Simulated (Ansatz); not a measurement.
**LiCl: single points off equilibrium**

A test off equilibrium: a structure displaced at random from a GFN2-xTB minimum is computed at several levels, and each is set against CCSD(T).

Computed with Ansatz 0.2.0, Gaussian basis. Level: single points in def2-TZVPP.

Correlated methods freeze the cores. The outer core shell of Li, Na, Mg and K is correlated.

**1. Starting geometry**

SMILES `[Li][Cl]`, 2 atoms, charge 0, spin multiplicity 1.

Atoms are counted from 1 here; the program's logs count them from 0.

Bond lengths: Li1–Cl2 1.915 Å.

Coordinates:

```
Li    0.8232   -0.3340    0.3926
Cl   -0.8162    0.2542   -0.4022
```

**2. CCSD(T)/def2-TZVPP**

The input, run/in.yaml:

```yaml
crystal:
  periodic: [false, false, false]
  atoms:
    - {symbol: Li, position_ang: [0.823200, -0.334000, 0.392600]}
    - {symbol: Cl, position_ang: [-0.816200, 0.254200, -0.402200]}
basis:
  gaussian: {orbitals: def2-TZVPP}
correlation: {method: ccsd_t}
output: {forces: true}
```

No record of the launch command was kept for these runs.

**3. PBE0-D4/def2-TZVPP**

Changes to run/in.yaml since step 2:

```diff
@@ -7,3 +7,3 @@
   gaussian: {orbitals: def2-TZVPP}
-correlation: {method: ccsd_t}
-output: {forces: true}
+hamiltonian: {xc: pbe0, dispersion: d4}
+output: {forces: true, orbitals: {seedname: orbitals}}
```

**4. wB97M-V/def2-TZVPP**

Changes to run/in.yaml since step 3:

```diff
@@ -7,3 +7,3 @@
   gaussian: {orbitals: def2-TZVPP}
-hamiltonian: {xc: pbe0, dispersion: d4}
-output: {forces: true, orbitals: {seedname: orbitals}}
+hamiltonian: {xc: {name: wB97M-V}}
+output: {forces: true}
```

**5. r2SCAN-D4/def2-TZVPP**

Changes to run/in.yaml since step 4:

```diff
@@ -7,3 +7,3 @@
   gaussian: {orbitals: def2-TZVPP}
-hamiltonian: {xc: {name: wB97M-V}}
+hamiltonian: {xc: r2scan, dispersion: d4}
 output: {forces: true}
```

**6. PBE-D4/def2-TZVPP**

Changes to run/in.yaml since step 5:

```diff
@@ -7,3 +7,3 @@
   gaussian: {orbitals: def2-TZVPP}
-hamiltonian: {xc: r2scan, dispersion: d4}
+hamiltonian: {xc: pbe, dispersion: d4}
 output: {forces: true}
```

**7. BLYP-D4/def2-TZVPP**

Changes to run/in.yaml since step 6:

```diff
@@ -7,3 +7,3 @@
   gaussian: {orbitals: def2-TZVPP}
-hamiltonian: {xc: pbe, dispersion: d4}
+hamiltonian: {xc: {name: BLYP}, dispersion: d4}
 output: {forces: true}
```

**8. B97M-V/def2-TZVPP**

Changes to run/in.yaml since step 7:

```diff
@@ -7,3 +7,3 @@
   gaussian: {orbitals: def2-TZVPP}
-hamiltonian: {xc: {name: BLYP}, dispersion: d4}
+hamiltonian: {xc: {name: B97M-V}}
 output: {forces: true}
```

(Steps that only read results are left out.)

What does the calculation give? Wanted: energy less free atoms, CCSD(T)/def2-TZVPP; RMS force component; RMS force error; HOMO and LUMO, PBE0-D4; T1 diagnostic.

The runs gave:

| quantity | value |
| --- | --- |
| energy less free atoms, CCSD(T)/def2-TZVPP | -439.4 kJ/mol |
| RMS force component | 0.664 to 0.761 eV/Å over the methods |
| RMS force error | PBE0-D4 0.098, wB97M-V 0.057, r2SCAN-D4 0.021, PBE-D4 0.069, BLYP-D4 0.041, B97M-V 0.081 eV/Å |
| HOMO and LUMO, PBE0-D4 | -7.29 and -1.22 eV |
| T1 diagnostic | 0.005 |

**Reading.** Against CCSD(T) the functionals' energies less atoms differ by -30.7 to -8.1 kJ/mol, PBE-D4 by -12.6 kJ/mol. CCSD(T) in triple zeta still lacks some correlation energy of the bonds, so part of these gaps is its own basis error and they don't rank the functionals. The forces of r2SCAN-D4 come nearest to CCSD(T), those of PBE0-D4 are farthest. Frozen-core CCSD(T) forces in triple zeta carry basis errors of their own, and this is one geometry, so small gaps rank nothing.
